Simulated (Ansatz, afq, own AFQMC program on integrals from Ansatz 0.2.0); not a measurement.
## SiN, doublet: AFQMC among the cluster methods

```yaml
atoms:
  - { symbol: Si, position_ang: [0.0000, 0.0000, 0.0000] }
  - { symbol: N, position_ang: [0.0000, 0.0000, 2.4800] }
```

Basis 6-31G. Only valence electrons are correlated. Ansatz 0.2.0 and our own AFQMC program on the same integrals; the CISD trial comes from CCSD amplitudes, and released means the phaseless constraint is let go. Error bars are statistical, one sigma.

Determinant: ROHF, the one that the program's search chose, which needn't be the lowest solution. The geometry is a point of a scan.

Full CI on the same integrals is exact in this basis and with this determinant's frozen core.

Cautions: a spin-contaminated unrestricted determinant lies lower (UHF 4.29 eV lower, ⟨S²⟩ 2.70); the search met a lower determinant of the same kind, perhaps of another symmetry (333 meV lower), and this one is a saddle point; strong correlation (T1 0.271, weight of the determinant 0.31, largest double 0.42); (T) is large, 14 % of the CCSD correlation; (Q) is large, 304 meV, so the cluster series hasn't closed; CCSD(T) is in doubt: in a space of 9 electrons in 8 natural orbitals full CI lies 538 meV above it; CCSDT(Q) is in doubt: in a space of 9 electrons in 8 natural orbitals full CI lies 202 meV above it; the CCSDTQ amplitudes may be one of several solutions (largest double 0.67); the released energies are still falling, so no released level is given (meV from the phaseless value at times in 1/Eh: -24 ± 9 at 0.24, -64 ± 12 at 0.51, -77 ± 12 at 0.99, -96 ± 10 at 1.62, -116 ± 9 at 2.40); the ph-AFQMC/CISD walk drifts between its halves (3.0 errors).

```
T1 diagnostic                               : 0.2708
weight of the determinant in the CISD state : 0.307
size of the correlated space                : 9 electrons in 16 orbitals
```

| level | correlation energy (eV) |
| --- | --- |
| MP2 | -3.5409 |
| CCSD | -6.3193 |
| CCSD(T) | -7.1847 |

Q: Estimate where phaseless AFQMC with the Hartree–Fock trial lies against CCSD(T) on the same integrals.

A: 149.1 ± 4.7 kJ/mol above CCSD(T).

Reference: full CI, correlation energy -6.763 eV. The cautions show a poor starting determinant, so the rows tell how each method copes with it here, and full CI is the sure value.

```json
{"level": "CCSD(T)", "E − E(reference) (kJ/mol)": "-40.7", "share of correlation (%)": "106.23"}
{"level": "CCSDT", "E − E(reference) (kJ/mol)": "6.9", "share of correlation (%)": "98.95"}
{"level": "CCSDT(Q)", "E − E(reference) (kJ/mol)": "-22.5", "share of correlation (%)": "103.44"}
{"level": "CCSDTQ", "E − E(reference) (kJ/mol)": "1.0", "share of correlation (%)": "99.85"}
{"level": "ph-AFQMC/HF", "E − E(reference) (kJ/mol)": "108.4 ± 4.7", "share of correlation (%)": "83.39"}
{"level": "ph-AFQMC/CISD", "E − E(reference) (kJ/mol)": "21.5 ± 0.9", "share of correlation (%)": "96.71"}
```

CCSDT and higher add their correlation energy to the determinant of the CCSD(T) run, since their own runs factorise the integrals more tightly (a shift of under 2 meV). A walk keeps the symmetry of its determinant, which the program's search chose and which needn't be the lowest solution, so a lower state of the same spin and another symmetry isn't excluded.
